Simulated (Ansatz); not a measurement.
The inner images of a band of CH$_{3}$MgO (6 atoms, charge 0, multiplicity 2) are given out of order.

Level of theory: UKS r2SCANh/def2-SVP in Ansatz.

Image 0:

```xyz
6
Properties=species:S:1:pos:R:3
O -0.535 -1.279 -1.048
C 0.318 -0.362 -0.500
Mg 0.190 1.071 0.991
H -1.391 -1.216 -0.616
H 1.279 -0.478 -1.032
H 0.140 2.263 2.205
```

Image 8:

```xyz
6
Properties=species:S:1:pos:R:3
O -0.626 -0.656 0.001
C 0.401 0.417 -0.017
Mg 0.420 -0.726 1.773
H -1.193 -0.692 -0.778
H 1.086 0.259 -0.865
H -0.089 1.398 -0.115
```

Q: Put them in order from the first end to the last, with their energies above the first end.
A.
```xyz
6
Properties=species:S:1:pos:R:3
O -0.492 -1.164 -1.055
C 0.309 -0.331 -0.364
Mg 0.369 0.649 1.444
H -1.267 -1.360 -0.520
H 1.160 -0.067 -1.021
H -0.078 2.274 1.516
```
B.
```xyz
6
Properties=species:S:1:pos:R:3
O -0.698 -0.754 -0.823
C 0.268 -0.095 -0.100
Mg 0.611 0.623 1.819
H -1.377 -1.113 -0.242
H 1.129 -0.031 -0.792
H 0.067 1.371 0.138
```
C.
```xyz
6
Properties=species:S:1:pos:R:3
O -0.555 -1.044 -0.812
C 0.330 -0.315 -0.163
Mg 0.531 0.802 1.646
H -1.229 -1.359 -0.195
H 1.081 0.005 -0.918
H -0.159 1.912 0.441
```
D.
```xyz
6
Properties=species:S:1:pos:R:3
O -0.465 -1.133 -0.945
C 0.329 -0.309 -0.270
Mg 0.454 0.683 1.569
H -1.170 -1.438 -0.361
H 1.098 0.056 -0.982
H -0.246 2.141 0.989
```
E.
```xyz
6
Properties=species:S:1:pos:R:3
O -0.519 -0.843 -0.381
C 0.338 0.294 -0.084
Mg 0.537 -0.386 1.939
H -1.429 -0.540 -0.446
H 1.230 0.222 -0.725
H -0.157 1.253 -0.302
```
F.
```xyz
6
Properties=species:S:1:pos:R:3
O -0.642 -0.746 -0.765
C 0.249 0.144 -0.130
Mg 0.683 0.155 2.034
H -1.453 -0.811 -0.255
H 1.212 0.044 -0.658
H -0.048 1.215 -0.225
```
G.
```xyz
6
Properties=species:S:1:pos:R:3
O -0.528 -1.214 -1.095
C 0.305 -0.370 -0.430
Mg 0.262 0.803 1.252
H -1.356 -1.281 -0.611
H 1.226 -0.276 -1.033
H 0.090 2.339 1.918
```

A: G (+0.16 eV), A (+0.51 eV), D (+0.88 eV), C (+1.06 eV), B (+0.43 eV), F (-0.69 eV), E (-0.81 eV).

Time of the run: 6.1 min on 2 threads of Intel(R) Xeon(R) Platinum 8259CL CPU @ 2.50GHz (Skylake/Cascade Lake) (shared host), peak memory 0.23 GiB.
